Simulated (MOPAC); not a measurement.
Job for MOPAC: PM6 on SiH2 (SMILES [SiH2]), a point of a bond scan (R = 1.523 Å).

```
PM6 1SCF PRECISE CHARGE=0 THREADS=1
H2Si

Si     0.01417596 1    -0.00086442 1     0.13209978 1
H     -0.11227595 1    -1.08497785 1    -0.93043798 1
H     -0.08618752 1     1.09707968 1    -0.91895895 1
```

Program output:

```
*******************************************************************************
 **                                                                           **
 **                              MOPAC v23.2.5                                **
 **                                                                           **
 *******************************************************************************
 ** MOPAC's Digital Object Identifier: https://doi.org/10.5281/zenodo.6511958 **
 **                                                                           **
 ** Please cite the open-source release paper for use of this MOPAC version:  **
 ** J. E. Moussa and J. J. P. Stewart (2026)                                  **
 ** MOPAC: An open-source semiempirical molecular orbital program             **
 ** J. Open Source Softw., 11(119), 8025, https://doi.org/10.21105/joss.08025 **
 *******************************************************************************

                              PM6 CALCULATION RESULTS

 *******************************************************************************
 *  PM6        - The PM6 Hamiltonian to be used
 *
 *
 *
 *                 CHARGE ON SYSTEM = 0
 *
 *
 *
 *  PRECISE    - TIGHTER CRITERIA TO BE USED
 *  1SCF       - DO 1 SCF AND THEN STOP
 *  THREADS=1  - MULTI-THREADING NOT USED
 *  T=         - A TIME OF 172800.0 SECONDS REQUESTED
 *  DUMP=N     - RESTART FILE WRITTEN EVERY 7200.0 SECONDS REQUESTED
 *******************************************************************************
PM6 1SCF PRECISE CHARGE=0 THREADS=1
 H2Si

   ATOM   CHEMICAL          X               Y               Z
  NUMBER   SYMBOL      (ANGSTROMS)     (ANGSTROMS)     (ANGSTROMS)

     1      Si          0.01417596  *  -0.00086442  *   0.13209978  *
     2       H         -0.11227595  *  -1.08497785  *  -0.93043798  *
     3       H         -0.08618752  *   1.09707968  *  -0.91895895  *



          CARTESIAN COORDINATES

    NO.       ATOM           X           Y           Z

     1        Si          0.0142     -0.0009      0.1321
     2         H         -0.1123     -1.0850     -0.9304
     3         H         -0.0862      1.0971     -0.9190

 General Reference for PM6:
 "Optimization of Parameters for Semiempirical Methods V: Modification of NDDO Approximations
 and Application to 70 Elements", J. J. P. Stewart, J. Mol. Mod., 13, 1173-1213 (2007)
 URL: https://link.springer.com/article/10.1007/s00894-007-0233-4

           Empirical Formula: H2 Si  =     3 atoms



      MOLECULAR POINT GROUP   :   C2v


      RHF CALCULATION, NO. OF DOUBLY OCCUPIED LEVELS = 3


 -------------------------------------------------------------------------------
 PM6 1SCF PRECISE CHARGE=0 THREADS=1
 H2Si



     1SCF WAS SPECIFIED, SO BFGS WAS NOT USED
     SCF FIELD WAS ACHIEVED


                              PM6 CALCULATION
                                                       MOPAC v23.2.5 Linux




          FINAL HEAT OF FORMATION =         74.17325 KCAL/MOL =     310.34086 KJ/MOL


          COSMO AREA              =         78.13 SQUARE ANGSTROMS
          COSMO VOLUME            =         64.10 CUBIC ANGSTROMS

          IONIZATION POTENTIAL    =          7.860333 EV
          HOMO LUMO ENERGIES (EV) =         -7.860 -1.993
          NO. OF FILLED LEVELS    =          3
          MOLECULAR WEIGHT        =         30.1013         POINT GROUP:  C2v

          MOLECULAR DIMENSIONS (Angstroms)

            Atom       Atom       Distance
            H     3    H     2     2.18224
           Si     1    H     2     1.06289
            H     3    H     2     0.00000


          SCF CALCULATIONS        =          1





   ATOM   CHEMICAL          X               Y               Z
  NUMBER   SYMBOL      (ANGSTROMS)     (ANGSTROMS)     (ANGSTROMS)

     1      Si          0.01417596  *  -0.00086442  *   0.13209978  *
     2       H         -0.11227595  *  -1.08497785  *  -0.93043798  *
     3       H         -0.08618752  *   1.09707968  *  -0.91895895  *

                             CARTESIAN COORDINATES

   1   Si        0.014175960    -0.000864420     0.132099780
   2    H       -0.112275950    -1.084977850    -0.930437980
   3    H       -0.086187520     1.097079680    -0.918958950


           Empirical Formula: H2 Si  =     3 atoms



      MOLECULAR POINT GROUP   :   C2v


                  EIGENVALUES
 -17.57280 -11.17238  -7.86033  -1.99278   0.39443   1.10843   1.99075   2.05871
   2.22618   3.71266   4.63081


              NET ATOMIC CHARGES AND DIPOLE CONTRIBUTIONS

  ATOM NO.   TYPE          CHARGE      No. of ELECS.   s-Pop       p-Pop       d-Pop
    1         Si           0.050758        3.9492     1.77116     1.95651     0.22158
    2          H          -0.025379        1.0254     1.02538
    3          H          -0.025379        1.0254     1.02538
 DIPOLE           X         Y         Z       TOTAL
 POINT-CHG.     0.028    -0.002     0.258     0.259
 HYBRID        -0.102     0.006    -0.954     0.959
 SUM           -0.075     0.005    -0.696     0.700


          ATOMIC ORBITAL ELECTRON POPULATIONS

     Atom    s        px        py        pz      x^2-y^2     xz        z^2       yz        xy
    1 Si   1.77116   0.01373   0.76018   1.18260   0.05756   0.00148   0.00442   0.15629   0.00183
    2  H   1.02538
    3  H   1.02538

 **********************
 *                    *
 * JOB ENDED NORMALLY *
 *                    *
 **********************




 == MOPAC DONE ==
```

The run finished.

Cost: around 0.04 core-seconds (rough).
